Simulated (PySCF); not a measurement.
Method: PBE-D3(BJ)/def2-TZVP (PySCF). All species are isolated molecules in the gas phase. 

Reference species (SMILES): `CF` (neutral, multiplicity 1).

The HOMO is -7.95 eV. The HOMO–LUMO gap comes out as 8.72 eV.

Changed species: `FC(F)(F)F` (4 of 4 H replaced by F; the reference has 1 of 4 H replaced by F).

Question: Predict the effect on the HOMO and HOMO–LUMO gap.

Answer: the HOMO falls by 2.40 eV, to -10.35 eV; the HOMO–LUMO gap rises by 3.12 eV, to 11.84 eV.
